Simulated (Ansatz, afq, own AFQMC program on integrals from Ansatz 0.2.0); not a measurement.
B$_{2}$H, doublet in 6-31G, levels against full CI

| atom | x (Å) | y (Å) | z (Å) |
| --- | --- | --- | --- |
| B | 0.0000 | 0.0000 | 1.3089 |
| B | 0.0000 | 0.0000 | -3.7951 |
| H | 0.0000 | 0.0000 | 2.4863 |

Connectivity, by distances: BH ··· B.

Basis 6-31G. Only valence electrons are correlated. AFQMC by an in-house program on the Cholesky factors that Ansatz 0.2.0 writes for its CCSD(T) run. ph-AFQMC/CISD is guided by a CISD state made of CCSD amplitudes; releasing the constraint for a short imaginary time cuts its bias at the price of noise, slowly where states lie close. Error bars are statistical, one sigma.

Determinant: ROHF, the one that the program's search chose, which needn't be the lowest solution. The geometry is a point of a scan.

Full CI on the same integrals is exact in this basis and with this determinant's frozen core.

Cautions: a spin-contaminated unrestricted determinant lies lower (UHF 194 meV lower, ⟨S²⟩ 1.23).

```
T1 diagnostic                               : 0.0109
weight of the determinant in the CISD state : 0.873
size of the correlated space                : 7 electrons in 18 orbitals
```

```json
{"level": "MP2", "correlation energy (eV)": "-1.6358"}
{"level": "CCSD", "correlation energy (eV)": "-2.7835"}
{"level": "CCSD(T)", "correlation energy (eV)": "-2.8119"}
```

Q: Estimate where AFQMC with the constraint released lies against CCSD(T) on the same integrals.

A: 0.4 ± 0.3 kJ/mol below CCSD(T). The gap is under twice the noise, so this walk alone can't tell the two apart.

Reference: full CI, correlation energy -2.825 eV. The released energy is read at 2.40 1/Eh (meV from the phaseless value at times in 1/Eh: -2.2 ± 1.7 at 0.24, -0.4 ± 2.0 at 0.51, -2.2 ± 1.9 at 0.99, -6 ± 3 at 1.62, -2 ± 3 at 2.40).

```csv
level,E − E(reference) (kJ/mol),share of correlation (%)
CCSD(T),1.3,99.53
CCSDT,0.2,99.94
CCSDT(Q),0.0,99.98
CCSDTQ,0.0,100.00
ph-AFQMC/HF,10.8 ± 3.0,96.02
ph-AFQMC/CISD,1.1 ± 0.2,99.60
released AFQMC,0.9 ± 0.3,99.68
```

CCSDT and higher add their correlation energy to the determinant of the CCSD(T) run, since their own runs factorise the integrals more tightly (a shift of under 2 meV). A walk keeps the symmetry of its determinant, which the program's search chose and which needn't be the lowest solution, so a lower state of the same spin and another symmetry isn't excluded. Released energies are given only where the last usable release times agree within the noise; a slower fall can still hide under it.
